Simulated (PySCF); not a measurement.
Si: ionisation energy

Si [Ne] 3s2 3p2 [3p1/2^2, M_J = 0] → Si⁺ [Ne] 3s2 3p1 [3p1/2^1, M_J = 1/2], as a difference of total energies. Computed with PySCF 2.14 in an even-tempered Gaussian basis (20 s from 0.0085 bohr⁻², ratio 2.8; 14 p from 0.011 bohr⁻², ratio 2.8; 5 d from 0.34 bohr⁻², ratio 3), with the two-component X2C-1e Hamiltonian. Correlated levels: 1s2 frozen; the 44 highest virtual spinors dropped. "Screened" scales the spin-orbit matrix elements by Boettger's factors to mimic the two-electron term; Breit and QED terms are absent.

```json
{"method": "GHF (spin-free)", "ionisation energy (eV)": "7.507"}
{"method": "GMP2 (spin-free)", "ionisation energy (eV)": "7.870"}
{"method": "GHF (screened spin-orbit)", "ionisation energy (eV)": "7.495"}
{"method": "GMP2 (screened spin-orbit)", "ionisation energy (eV)": "7.858"}
```

**Question.** How much does correlation contribute at GMP2 (screened spin-orbit)?

**Answer.** 7.858 − (7.495) = 0.363 eV, measured against GHF (screened spin-orbit).

The labels give the starting determinants; with spin-orbit coupling the two ends relaxed to ⟨J²⟩ = 1.96, ⟨L²⟩ = 2.01, ⟨S²⟩ = 2.00 and ⟨J²⟩ = 0.99, ⟨L²⟩ = 2.05, ⟨S²⟩ = 0.77.

The determinant of Si mixes levels of different J (the jj label is only the starting occupation), so the difference between spin-free and spin-orbit rows is not the physical spin-orbit shift.

For comparison: 8.152 eV (measured; NIST Atomic Spectra Database, ionization energies).
